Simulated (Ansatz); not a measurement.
`C#CC#C` + CH₃SH → `C#CSC` + `C#C`  (substitution at a C–C bond)

Isolated molecules relaxed with PBE0-D4/def2-TZVP in Ansatz; ΔE leaves out vibrations. CCSD(T)/CBS adds triple-zeta CCSD(T) − MP2 to the extrapolated MP2 energy (def2 sets, frozen cores). This one scheme is used for every species.

```tsv
species	CCSD/def2-TZVPP energy (Eh)
`C#CC#C`	-153.16335
CH₃SH	-438.14958
`C#CSC`	-514.12853
`C#C`	-77.17272
```

Task: Work out ΔE.

Result: ΔE = (-514.12853) + (-77.17272) − (-153.16335) − (-438.14958) = 0.01168 Eh = +7.3 kcal/mol. CCSD(T)/CBS gives +7.1 kcal/mol.

Task: What do rigid-rotor, harmonic-oscillator terms from PBE0-D4/def2-TZVP frequencies (298.15 K, 1 bar) make of the CCSD(T)/CBS value? (Estimate.)

Result: The calculation gave: ΔZPE = +0.3 kcal/mol, ΔH = +7.5 kcal/mol, ΔS = 2 J/(mol·K), ΔG = +7.4 kcal/mol.

Largest T1 diagnostic among the species: 0.014.

From r2SCAN to r2SCAN0 (25 % exact exchange), in def2-TZVPP and without D4, ΔE moves by −0.9 kcal/mol. Leaving LDA and LC-ωPBE aside and taking each functional with its dispersion term where it has one, the values, not all of them listed here, spread over 4.3 kcal/mol, from ωB97M-V to B97M-V.
